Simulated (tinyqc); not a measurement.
Worked calculation: harmonic frequencies on the RHF/sto-6g surface (energies and gradients from PySCF), for LiH, spin multiplicity 1. One step of it, computed by the program tinyqc.

Task: Normal modes. Diagonalise H_ij / sqrt(m_i m_j); the 5 smallest eigenvalues belong to translations and rotations; wavenumber = sqrt(eigenvalue / 1822.888) x 219474.63; each mode has its largest component positive (the first on a tie); zero-point energy = sum of wavenumbers / 2, with 349.755 1/cm per kcal/mol.

Hessian (symmetrised) (hartree/bohr^2), lower triangle:
```
             1Lix         1Liy         1Liz          2Hx          2Hy         2Hz
1Lix  -0.00000109
1Liy   0.00000000  -0.00000109
1Liz   0.00000000   0.00000000   0.11680104
2Hx    0.00000109   0.00000000   0.00000000  -0.00000109
2Hy    0.00000000   0.00000109   0.00000000   0.00000000  -0.00000109
2Hz    0.00000000   0.00000000  -0.11680104   0.00000000   0.00000000  0.11680104
```

masses (u): 1Li 7.016004, 2H 1.007825

Give: eigenvalues of the mass-weighted Hessian; harmonic wavenumbers of the vibrations; mass-weighted modes; zero-point energy.

Result:

eigenvalues of the mass-weighted Hessian (hartree/(bohr^2 u)): 0.0000  0.0000  0.0000  0.0000  0.0000  0.1325

harmonic wavenumbers of the vibrations (1/cm): 1871.5

mass-weighted modes:
```
       mode 1
1Lix   0.0000
1Liy   0.0000
1Liz  -0.3544
2Hx    0.0000
2Hy    0.0000
2Hz    0.9351
```

zero-point energy = 2.6754 kcal/mol
